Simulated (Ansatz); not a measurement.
Antiferromagnetic bcc Cr

Computed with r²SCAN in Ansatz (PAW).

Settings: plane-wave cutoff 560 eV, 20×20×20 k mesh, Fermi–Dirac smearing 0.05 eV, spin-polarised with opposed moments, scalar-relativistic PAW data made under PBE.

Cell: measured lattice: a = b = c = 2.885 Å, α = β = γ = 90.00°.

```
Property                                                 Value
-----------------------------------------------  -------------
band gap                                         zero (no gap)
magnetic moment (largest site, within a sphere)        2.16 μB
```

Note: the commensurate order stands in for chromium's spin-density wave, and the size of the moments varies much between levels; the collinear magnetic order is the start's and need not be the measured one; cell and atoms aren't relaxed at this level (pressure 9.9 GPa).

Moments are spin moments.

The computed numbers hold no vibrational or temperature effects.

Ansatz is an electronic-structure program.
